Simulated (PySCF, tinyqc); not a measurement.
Inside a calculation. Method: RHF in the sto-3g basis, for CH+, spin multiplicity 1. The lowest restricted solution is unstable here: a spin-polarised one lies 0.0081 hartree lower (PySCF). One step of it, computed by the program tinyqc.

Problem. Iteration 3: DIIS coefficients. Solve [B -1; -1 0][c; lambda] = [0; -1] for the coefficients, which sum to one.

B (overlaps of the stored error matrices):
```
               1              2
1  2.7610075e-02  3.4953259e-03
2  3.4953259e-03  8.1610564e-04
```

Give: DIIS coefficients.

Solution.

DIIS coefficients: -0.1250  1.1250
